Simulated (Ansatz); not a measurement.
Geometry optimisation, RKS CAM-B3LYP-D4/def2-SVP in Ansatz.

Input file:

```yaml
crystal:
  periodic: [false, false, false]
  atoms:
    - { symbol: B, position_ang: [-0.00334, 0.495845, -1.11016] }
    - { symbol: F, position_ang: [0.717707, -0.426222, 1.127807] }
    - { symbol: H, position_ang: [1.45317, -0.069435, 0.687761] }
    - { symbol: "N", position_ang: [-1.28515, 0.105893, -0.833632] }
    - { symbol: H, position_ang: [-1.494429, -0.354843, 0.049273] }
    - { symbol: H, position_ang: [-2.066058, 0.248763, -1.467348] }
basis:
  gaussian: { orbitals: def2-SVP }
hamiltonian:
  xc: cam_b3lyp
  dispersion: d4
relax:
  f_tol: 0.03
  max_steps: 50
```

Command:

```bash
$ ansatz run input.yaml --threads 1 --pin off --max-ram 2048MiB --backend cpu --events-out ev --progress --plain --runs-dir out
```

Task: Where does it end, and by what steps?

Result: The forces met the threshold. The force dipped under the threshold on the way, but the program's further checks kept it going. After 25 steps the energy has fallen by 0.141 eV; F2 moved furthest, 1.42 Å.

```tsv
step	energy less start (eV)	largest force component (eV/Å)	accepted
0	0.0000	0.310	yes
1	-0.0305	1.048	yes
2	-0.0551	1.040	yes
3	-0.0944	0.287	yes
4	-0.0887	0.784	no
5	-0.0985	0.062	yes
6	-0.0989	0.324	yes
7	-0.1038	0.159	yes
8	-0.1077	0.160	yes
9	-0.1099	0.209	yes
10	-0.1110	0.284	yes
11	-0.1123	0.335	yes
12	-0.1127	0.379	yes
13	-0.1162	0.223	yes
14	-0.1168	0.236	yes
15	-0.1174	0.307	yes
16	-0.1190	0.173	yes
17	-0.1222	0.043	yes
18	-0.1236	0.311	yes
19	-0.1339	0.113	yes
20	-0.1356	0.216	yes
21	-0.0391	2.157	no
22	-0.1403	0.030	yes
23	-0.1297	0.658	no
24	-0.1404	0.069	yes
25	-0.1411	0.004	yes
```

```xyz
6
Properties=species:S:1:pos:R:3
B -0.387 0.013 -0.256
F 2.117 -0.191 1.205
H 1.315 -0.110 0.707
N -1.586 0.079 -0.896
H -2.445 -0.280 -0.484
H -1.691 0.489 -1.822
```

Whether the end is a true minimum wasn't checked by a vibrational analysis.

Time of the run: 20 s on 1 thread of Intel(R) Xeon(R) 6975P-C (Granite Rapids), on a shared host, peak memory 0.15 GiB.
